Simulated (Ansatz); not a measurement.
# MgH₂+ (quartet): from Hartree-Fock to the top rungs, cc-pVQZ

How much of the correlation energy of MgH₂+ (quartet) does each wave-function method recover here?

The runs use Ansatz 0.2.0, Gaussian basis; cc-pVQZ, core rule «outside noble gas», up to 5 orbitals frozen.

To be run: UHF; CCSD(T) on ROHF; CCSD(T) on UHF; BCCD(T) on ROHF; CCSDT on ROHF; CCSDT on UHF; Full CI.

15 further runs of the same task are left out: 9 for a known fault of the program, 6 set aside as unsound or not needed.

### 1 The geometry

The geometry is a PBE0/def2-TZVP stationary point (not a proven minimum) of the parent state, kept for this charge and spin.

3 atoms, charge 1, spin multiplicity 4.

Atoms are counted from 1 here; the program's logs count them from 0.

Bond lengths: Mg1–H2 1.997 Å, Mg1–H3 1.997 Å, H2–H3 0.821 Å. Angles: H2–Mg1–H3 23.7°, Mg1–H2–H3 78.1°, Mg1–H3–H2 78.1°.

As a file:

```
Mg    0.00000    0.00000   -0.14969
H     0.00000    0.41042    1.80473
H     0.00000   -0.41042    1.80473
```

### 2 UHF

Contents of in.yaml:

```yaml
crystal:
  periodic: [false, false, false]
  atoms:
    - {symbol: Mg, position_ang: [0.000000, 0.000000, -0.149686]}
    - {symbol: H, position_ang: [0.000000, 0.410416, 1.804730]}
    - {symbol: H, position_ang: [0.000000, -0.410416, 1.804730]}
basis:
  gaussian: {orbitals: cc-pVQZ}
total_charge: 1
magnetization: {spin_polarized: true, initial_magnetization: 3}
hamiltonian: {xc: hf}
output: {orbitals: {seedname: orbitals}}
```

Launch:

```console
$ ansatz run in.yaml --threads 1 --pin off --events-out ev --progress --plain --max-ram 4096MiB --backend cpu
```

After this run come: CCSD(T) on ROHF; CCSD(T) on UHF; BCCD(T) on ROHF; CCSDT on ROHF; CCSDT on UHF; Full CI.

Q: Predict the results of all the runs planned. Wanted: FCI below the RHF energy; RMP2 from FCI; UMP2 from FCI; RCCSD from FCI; RCCSD(T) from FCI; UCCSD(T) from FCI; T1 diagnostic; effectively unpaired electrons.

The runs gave:

```
                         quantity                                                      value
         FCI below the RHF energy                                                 -0.3190 eV
                    RMP2 from FCI                                                 +104.4 meV
                    UMP2 from FCI                                                 +102.3 meV
                   RCCSD from FCI                                                   +2.2 meV
                RCCSD(T) from FCI                                                   +0.6 meV
                UCCSD(T) from FCI                                                   -1.5 meV
levels within 1 kcal/mol (43 meV)  RCCSD, UCCSD, RCCSD(T), UCCSD(T), BCCD(T), RCCSDT, UCCSDT
                    T1 diagnostic                                                      0.012
   effectively unpaired electrons                                                       3.00
```

In words: RCCSD(T) lands +0.6 meV from the yardstick (0.2 % of the correlation energy). UCCSDT falls below full CI: unrestricted runs freeze a spin-polarised core, another one than full CI's, and coupled cluster isn't variational. One determinant dominates. These misses are within one basis, not against nature; the frozen cores of restricted and unrestricted runs differ, which can shift their rows.
